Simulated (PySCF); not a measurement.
Gas-phase reaction: 3 H2SiNH ⇌ H3SiNH2 + 2 SiH2 + 2 N

Energies from PySCF, thermal terms from the rigid-rotor harmonic-oscillator model, ideal gas at 1 bar. † marks an energy on the PBE0/def2-TZVP geometry and frequencies; other levels use their own. CCSD(T) freezes the core. Open shells (unrestricted): N (multiplicity 4); the rest are closed-shell singlets. B3LYP is the form with VWN-RPA correlation. H2SiNH, H3SiNH2: computed as isolated molecules; such fragments, hydroxides, amides, oligomers or adducts are transient or little studied in the gas. CCSD(T) isn't extrapolated to the basis-set limit; its ΔH°(298 K) is 765.9 kJ in def2-SVP and 865.4 kJ in def2-TZVPP. The harmonic model lacks anharmonicity and excited electronic states, which grow with temperature; levels with a mode under 35 cm⁻¹ are left out. Internal rotation in H3SiNH2 is treated as a harmonic vibration of one conformer, which makes the entropy rough. Warning, large T1 diagnostic: H2SiNH (CCSD(T)/def2-SVP†).

```tsv
level	ΔE electronic, kJ	ΔH°(298 K), kJ	ΔS°(298 K), J/K	ΔG°(1400 K), kJ
B3LYP/def2-TZVP†	966	939	249	581
BLYP/def2-TZVP†	1029	1002	249	644
CCSD(T)/def2-SVP†	793	766	249	408
HF/def2-TZVP†	342	315	249	-43
PBE/def2-TZVP†	1067	1041	249	683
PBE0/def2-QZVP†	971	944	249	586
PBE0/def2-TZVP	960	933	249	575
ωB97M-V/def2-TZVP†	951	924	249	566
ωB97X-V/def2-TZVP†	952	925	249	567
```
ΔH° is lowest at HF/def2-TZVP† and highest at PBE/def2-TZVP†. No reference value is set beside these.
